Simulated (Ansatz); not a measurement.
The same path of CH$_{3}$NO (6 atoms, charge 0, multiplicity 1) was run twice with different band settings. Lost on the way: O3–H6. Made: N1–H6.

Level of theory: UKS PBE0/cc-pVDZ (Ansatz 0.2.0).

Relaxed end points:

```xyz
6
Properties=species:S:1:pos:R:3
N -0.985 -0.322 -0.097
C 0.208 0.079 -0.222
O 1.023 0.222 0.831
H -1.436 -0.362 -1.014
H 0.736 0.358 -1.149
H 0.496 -0.039 1.605
```

```xyz
6
Properties=species:S:1:pos:R:3
N -0.611 -0.246 0.199
C 0.604 0.204 -0.201
O 1.539 0.426 0.535
H -1.363 -0.394 -0.458
H 0.649 0.347 -1.308
H -0.777 -0.401 1.186
```

Common settings: movable images 9; climbing image yes; spring 5.0 eV/Å²; optimiser quadratic models (default); force threshold 0.03 eV/Å; iteration limit 60; end points relaxed.

| run | start path |
| --- | --- |
| 1 | through a guess of the saddle point |
| 2 | straight line |

(1) What does each run give, and how far can it be trusted?

Results:

(1) Run 1: converged after 14 iterations, highest image 1.366 eV above the first end. A vibrational analysis at the climbing image gives one clearly imaginary mode, 1872i cm⁻¹: a first-order saddle point.
Run 2: converged after 10 iterations, highest image 1.366 eV above the first end. Another band between the same ends (9 images) ends at a top of the same energy, where a vibrational analysis finds 1 clearly imaginary mode.
The orbitals stay closed-shell, which can raise the energy where a bond breaks towards radicals; this wasn't checked here.
